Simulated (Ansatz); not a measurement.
`FC1=CC1Cl` and `ClC1=CC1Cl` differ in one atom or group.

Ansatz, PBE0-D4/def2-TZVP geometries, multiplicity 1. 

```json
{"property": "HOMO energy (B3LYP/def2-TZVPP) / eV", "`FC1=CC1Cl`": "-7.92"}
{"property": "LUMO energy (B3LYP/def2-TZVPP) / eV", "`FC1=CC1Cl`": "-0.44"}
{"property": "ideal-gas entropy at 298 K and 1 bar (rigid rotor, harmonic PBE0-D4/def2-TZVP) / J/(mol·K)", "`FC1=CC1Cl`": "301"}
{"property": "zero-point energy (PBE0-D4/def2-TZVP) / kJ/mol", "`FC1=CC1Cl`": "106.7"}
{"property": "size of the dipole moment (PBE/def2-TZVPP) / D", "`FC1=CC1Cl`": "2.22"}
{"property": "size of the dipole moment (ωB97M-V/def2-TZVPP) / D", "`FC1=CC1Cl`": "2.30"}
```

(1) Give the same properties after the change, and the shifts. (Estimate.)

## Answers

(1) Ansatz gave: 
```
                                                                                  property  `ClC1=CC1Cl`  shift
                                                       HOMO energy (B3LYP/def2-TZVPP) / eV         -7.70   0.22
                                                       LUMO energy (B3LYP/def2-TZVPP) / eV         -0.87  -0.43
ideal-gas entropy at 298 K and 1 bar (rigid rotor, harmonic PBE0-D4/def2-TZVP) / J/(mol·K)           312     11
                                            zero-point energy (PBE0-D4/def2-TZVP) / kJ/mol         102.8   -3.9
                                            size of the dipole moment (PBE/def2-TZVPP) / D          2.18  -0.04
                                        size of the dipole moment (ωB97M-V/def2-TZVPP) / D          2.27  -0.03
```

With PBE0 the HOMO rises by 0.22 eV and the LUMO falls by 0.48 eV, so the gap narrows by about 0.70 eV. PBE moves the HOMO by 0.11 eV and ωB97M-V by 0.27 eV. Dipoles are sizes alone; their direction can turn.

B3LYP here is the variant with VWN-RPA as its local correlation; programs differ in this.
